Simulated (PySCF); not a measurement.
The isolated species 1,2-difluoroethane, `FCCF` is ionised with synchrotron light (hν = 950.0 eV). Calculated photoelectron kinetic energies of its computed core levels, recoil neglected:

```tsv
line	kinetic energy (eV)
1	656.33
2	257.14
```

Method used: delta-SCF UKS SCAN, pcX-2 on the ionised atom, pcseg-1 elsewhere, spin-free X2C (PySCF).

Question: Which element, shell and site does each line come from? Numbering: `[F:1][CH2:2][CH2:3][F:4]`.

Answer: Against the vacuum level, binding energy = hν − kinetic energy.

```tsv
line	binding energy (eV)	level	atoms	environment
1	293.67	C 1s	C2/C3	sp3 C–F carbon
2	692.86	F 1s	F1/F4	alkyl fluorine
```

Question: Where does line 2 move with hν = 1486.6 eV?

Answer: To 1486.6 − 692.86 = 793.74 eV; every photoline shifts by the change in photon energy, +536.6 eV.

Question: Which photon energy gives electrons from F 1s of F1/F4 a kinetic energy of 20 eV, and what is their de Broglie wavelength?

Answer: hν = 692.86 + 20 = 712.86 eV, recoil neglected; λ = 12.264 Å/√(E/eV) = 2.74 Å.

Other core shells, valence and Auger electrons aren't listed. Atoms equivalent by their bonding share one computed value, that of the first of them. Isolated species at its PBE0-D3(BJ)/def2-SVP geometry (one conformer only).

Time: 12 s. Hardware: Arm Neoverse N1, one thread, shared host.

Conformer computed: `[F:1][CH2:2][CH2:3][F:4]`: F1–C2–C3–F4 69°.
